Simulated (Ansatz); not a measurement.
Process, species as SMILES: Cl atom → [Cl-] (an electron is taken up)
B3LYP-D3(BJ)/def2-TZVP geometries, fixed; electronic energies without zero-point terms; positive where energy is released.

Basis-set convergence of the adiabatic electron affinity at MP2 with Ansatz (a program for electronic structure). Cartesian d functions, on some or all atoms, in 6-31G**, 6-31+G*, 6-311G**, 6-311+G**; all else is spherical. Cores are frozen. Open shells are unrestricted. No added dispersion term, no relativity. Functions are those of the species that has most. Reference: Hartree-Fock in aug-cc-pV(5+d)Z plus the correlation part extrapolated as X^-3 from aug-cc-pV(Q+d)Z and aug-cc-pV(5+d)Z, 3.799 eV, itself unsure by roughly 0.014 eV (a third of the extrapolation step and of the last Hartree-Fock step). Deviations are taken from unrounded values.

```
basis              functions
-----------------  ---------
3-21G                     13
6-31G                     13
6-31G**                   19
6-31+G*                   23
6-311G**                  27
6-311+G**                 31
6-311++G(2d,2p)           35
6-311++G(3df,3pd)         47
```

Problem. Which is the smallest Pople set listed that can be trusted to 0.05 eV here, that is, within that of the reference together with its larger relatives (same family, alike in diffuse functions; a set with none to test it counts only in the reference's own line)?

Solution. Of the sets listed that have larger relatives (same family, alike in diffuse functions), none stays within 0.05 eV of the reference together with them. Value minus reference: 3-21G -1.319, 6-31G -1.140, 6-31G** -1.087, 6-31+G* -0.614, 6-311G** -0.674, 6-311+G** -0.609, 6-311++G(2d,2p) -0.326, 6-311++G(3df,3pd) -0.205 eV.
